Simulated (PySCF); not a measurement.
Molfile (atoms numbered from 1):
```
H5P3
     RDKit          3D

  8  7  0  0  0  0  0  0  0  0999 V2000
    1.7194   -0.1222   -0.2033 P   0  0  0  0  0  0  0  0  0  0  0  0
    0.0062   -0.4839    1.2061 P   0  0  0  0  0  0  0  0  0  0  0  0
   -1.5823   -0.3505   -0.3767 P   0  0  0  0  0  0  0  0  0  0  0  0
    1.6368    1.2995   -0.0669 H   0  0  0  0  0  0  0  0  0  0  0  0
    2.7007   -0.2190    0.8334 H   0  0  0  0  0  0  0  0  0  0  0  0
    0.1116   -1.9058    1.0706 H   0  0  0  0  0  0  0  0  0  0  0  0
   -1.7076    1.0686   -0.2447 H   0  0  0  0  0  0  0  0  0  0  0  0
   -2.6446   -0.5847    0.5529 H   0  0  0  0  0  0  0  0  0  0  0  0
  1  2  1  0
  2  3  1  0
  1  4  1  0
  1  5  1  0
  2  6  1  0
  3  7  1  0
  3  8  1  0
M  END
```

Geometry: PBE0-D3(BJ)/def2-SVP; GIAO shifts from PySCF 2.14.0 with density-fitted response routines, gas phase, non-relativistic, averaged over equivalent atoms.

At PBE0/STO-3G (32 basis functions, 1.3 s wall time on 1 thread of an Arm Neoverse V2, shared host):
```tsv
atoms	δ (ppm)
P2	-55.8
P1/P3	-110.1
H6	0.78
H4/H5/H7/H8	0.59
```

Referencing at the same level of theory: 31P (σ = 552.63 ppm) vs H3PO4; 1H (σ = 32.60 ppm) against TMS.

Q: Predict the values at wB97X-D/pcSseg-2 on the same geometry.

A: 
| atoms | δ at wB97X-D/pcSseg-2 | change |
| --- | --- | --- |
| P2 | -173.4 | -117.6 |
| P1/P3 | -208.9 | -98.8 |
| H6 | 2.74 | +1.96 |
| H4/H5/H7/H8 | 2.71 | +2.12 |

δ = σ(ref) − σ, references computed at the same level: H3PO4 for 31P (σref 293.07); TMS for 1H (σref 31.36).

The largest change is at P2 (phosphorus bonded to 2 P, H). Cost: 199 basis functions, 14 s wall time on 1 thread of an Arm Neoverse V2, shared host.

Experimental scales use liquid or dissolved standards, which lie at an offset from isolated H3PO4.
